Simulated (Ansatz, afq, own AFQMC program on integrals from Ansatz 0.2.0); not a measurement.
# Atomization energy of CHB, singlet

```yaml
atoms:
  - { symbol: B, position_ang: [0.0000, 0.0000, 0.0957] }
  - { symbol: C, position_ang: [0.0000, 0.0000, -1.3685] }
  - { symbol: H, position_ang: [0.0000, 0.0000, 1.2728] }
```

Connectivity, by distances: BH–C.

Atoms in their ground-state spins without spin–orbit coupling (mostly on UHF) minus the molecule (RHF), without zero-point energy. The geometry is a stationary point, not shown to be a minimum.

Basis 6-31G. Only valence electrons are correlated. Ansatz 0.2.0 and our own AFQMC program on the same integrals; the CISD trial comes from CCSD amplitudes, and released means the phaseless constraint is let go. Error bars are statistical, one sigma. The errors of all members are added in quadrature.

Full CI on the same integrals is exact in this basis and with this determinant's frozen core.

Errors are counted within 6-31G, not against nature.

Cautions: CHB (singlet): higher spins were not checked, restricted determinant unstable towards unrestricted (UHF 925 meV lower, ⟨S²⟩ 1.00), the CCSDTQ amplitudes may be one of several solutions (largest double 0.95), the released energy hasn't reached full CI (46 meV above it at 2.40 1/Eh), so no released level is given (meV from the phaseless value at times in 1/Eh: 0 ± 14 at 0.24, 0 ± 13 at 0.51, -9 ± 14 at 0.99, -33 ± 18 at 1.62, -10 ± 18 at 2.40), the determinant fills πx and πy unequally, so it mixes two states of the linear molecule, and each level undoes that mixture to a different degree, while full CI gives the lower state, and by Hund's rule a triplet of that filling probably lies lower still, CCSDTQ on the UHF determinant differs (800 meV lower), perhaps since the unrestricted series falls towards higher spin, its ph-AFQMC/CISD value lies 56 ± 9 meV above full CI.

Reference (full CI): 6.471 eV.

| level | atomization energy (eV) | error against FCI (eV) |
| --- | --- | --- |
| HF | 4.673 | -1.798 |
| MP2 | 6.329 | -0.143 |
| CCSD | 6.281 | -0.190 |
| CCSD(T) | 6.379 | -0.092 |
| ph-AFQMC/HF | 6.730 ± 0.049 | 0.259 ± 0.049 |
| ph-AFQMC/CISD | 6.420 ± 0.009 | -0.051 ± 0.009 |

Correlation beyond CCSD(T) adds 0.092 eV. The perturbative (T) step is worth +0.098 eV. Where a determinant mixes two states, these steps and errors hold in part the undoing of that mixture, and only full CI is sure.
